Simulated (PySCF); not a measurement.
Gas-phase reaction: SiHCl₂ + SiH₄ = Si₂H₅ + Cl₂

Energies from PySCF, thermal terms from the rigid-rotor harmonic-oscillator model, ideal gas at 1 bar. † marks an energy on the PBE0/def2-TZVP geometry and frequencies; other levels use their own. MP2 and CCSD(T) freeze the core. 6-31G* has spherical d functions here. Open shells (unrestricted): SiHCl₂ (multiplicity 2), Si₂H₅ (multiplicity 2); the rest are closed-shell singlets. SiHCl₂, Si₂H₅: computed as isolated molecules; such fragments, hydroxides, amides, oligomers or adducts are transient or little studied in the gas. MP2 isn't extrapolated to the basis-set limit; its ΔH°(298 K) is 368.0 kJ in def2-SVP and 368.4 kJ in def2-TZVPP. CCSD(T) isn't extrapolated to the basis-set limit; its ΔH°(298 K) is 345.4 kJ in def2-SVP and 344.1 kJ in def2-TZVPP. The harmonic model lacks anharmonicity and excited electronic states, which grow with temperature; levels with a mode under 35 cm⁻¹ are left out. Internal rotation in Si₂H₅ is treated as a harmonic vibration of one conformer, which makes the entropy rough.

```tsv
level	ΔE electronic, kJ	ΔH°(298 K), kJ	ΔS°(298 K), J/K	ΔG°(1800 K), kJ
BLYP/def2-TZVP†	332	329	14	291
CCSD(T)/def2-SVP†	348	345	14	308
HF/6-31G*	374	370	12	335
M06-2X/def2-TZVP†	355	352	14	315
MP2/def2-TZVPP†	371	368	14	331
PBE0/def2-TZVP	338	335	14	298
ωB97X-V/def2-TZVP†	349	346	14	308
```
ΔH° is lowest at BLYP/def2-TZVP† and highest at HF/6-31G*. No reference value is set beside these.
